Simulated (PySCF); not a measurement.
## Unknown: peak-picked proton spectrum

Formula C3H6O. The spectrum was simulated from the full spin Hamiltonian at 700 MHz with 1.2 Hz Lorentzian lines, from shifts rounded to 0.01 ppm and J to 0.1 Hz, couplings under 1 Hz left out. Exchangeable protons (1H) are left uncoupled and out of the list.

Maxima in ppm (height), grouped by integral:
1H: 3.254 (14), 3.250 (27), 3.245 (37), 3.240 (54), 3.235 (36), 3.230 (28), 3.226 (14)
4H: 0.524 (12), 0.522 (16), 0.519 (16), 0.515 (52), 0.514 (52), 0.511 (100), 0.507 (64), 0.505 (59), 0.503 (28), 0.500 (24), 0.498 (20), 0.477 (6), 0.473 (6), 0.470 (6), 0.460 (5), 0.444 (19), 0.442 (22), 0.436 (63), 0.432 (68), 0.426 (65), 0.423 (59), 0.416 (15), 0.414 (12)

13C{1H} NMR (computed): δ 46.9, 9.4.

PySCF 2.14 calculation with GIAO PBE0/pcSseg-1 shieldings, couplings computed with B3LYP/pcJ-1 (without the spin–dipole term) and PBE0-D3(BJ)/def2-SVP geometry; fast rotation and ring inversion assumed for equivalent nuclei, no relativistic terms, no solvent, single conformer.

Chemical shifts δ = σref − σ; 1H (σref 31.27), 13C (σref 184.41) against TMS, all at this level.

Q: Analyse the multiplets.

A: 1H NMR (700 MHz, computed): δ 3.24 (tt, J = 6.8, 3.1 Hz, 1H), 0.53 (br s, 1H), 0.51 (m, 2H), 0.43 (m, 2H). These are first-order names from the parameters used; overlap and second-order distortion can hide them in the list.

Q: What is the compound?

A: SMILES OC1CC1.

Mapped SMILES: `[OH:1][CH:2]1[CH2:3][CH2:4]1` (H(Xn): hydrogen on atom n). Ha(C3), Ha(C4) are cis to O1 on the ring; Hb(C3), Hb(C4) are trans to O1 on the ring.

- δ 3.24: H(C2), hydrogen on a three-membered-ring carbon, coupled to Hb(C3)/Hb(C4) (6.8 Hz), Ha(C3)/Ha(C4) (3.1 Hz).
- δ 0.53: H(O1), hydrogen on an alcohol oxygen.
- δ 0.51: Ha(C3)/Ha(C4), hydrogen on a three-membered-ring carbon, coupled to Hb(C3)/Hb(C4) (7.5 Hz), Hb(C3)/Hb(C4) (5.7 Hz), H(C2) (3.1 Hz).
- δ 0.43: Hb(C3)/Hb(C4), hydrogen on a three-membered-ring carbon, coupled to Ha(C3)/Ha(C4) and H(C2) (7.2 Hz), Ha(C3)/Ha(C4) (5.7 Hz).

The OH or NH signal is concentration- and solvent-dependent in practice; the value given is the gas-phase one. Multiplet labels drop couplings under 1 Hz and merge nearly equal ones. Couplings among chemically equivalent protons are left out too, so labels in AA′BB′ or AA′XX′ sets are apparent multiplicities. Unscaled 3J(H,H) at this level run about 9 % above measured values. Shifts are as computed. Against solution values, carbons near 30 ppm lie about +2 ppm off and those near 130 ppm about +4 ppm. Of 246 compounds with measured shifts, 49 miss one by over three times the rms of a fit or turn the order of signals round; such compounds aren't used in these exercises.
